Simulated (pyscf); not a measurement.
Structures and frequencies: ωB97X-D3(BJ)/def2-SVP in PySCF.

Q: Estimate by transition-state theory the rate constant of H₂N–SiH₂–Cl (SMILES N[SiH2]Cl) + H• (SMILES [H]) → •HN–SiH₂–Cl (SMILES [NH][SiH2]Cl) + H₂ (SMILES [H][H]) (doublet surface; H–N broken, H–H formed) at 298 K, with ωB97M-D3(BJ)/def2-TZVP energies (ideal gas, 1 atm, RRHO with modes under 100 cm⁻¹ raised to 100, one conformer, R ln 2 for chiral ones without a mode under 150 cm⁻¹; no tunnelling).

A: The electronic barrier is 17.7 kcal/mol and the thermal terms add +4.7, so ΔG‡ = 22.3 kcal/mol. With k_BT/h = 6.21e+12 s⁻¹ and RT = 0.592 kcal/mol, and a volume of 4.06e-20 cm³ per molecule at 1 atm, k = 1.1e-23 cm³ molecule⁻¹ s⁻¹. Wigner's tunnelling factor for 1173i cm⁻¹ would be 2.33, likely too low at so high a frequency. A shift of 1 kcal/mol in the barrier changes k by a factor 5.4. The same reactants have a lower exit, to H₂N–SiH•–Cl + H₂ (barrier +5.2 kcal/mol at ωB97M-D3(BJ)/def2-TZVP, against +17.7 kcal/mol here). •HN–SiH₂–Cl lies 20.1 kcal/mol over its isomer H₂N–SiH•–Cl (electronic energy, ωB97M-D3(BJ)/def2-TZVP). This is the saddle that the search found; another between the same sides may lie lower. The angle at the transferred H is 158°.
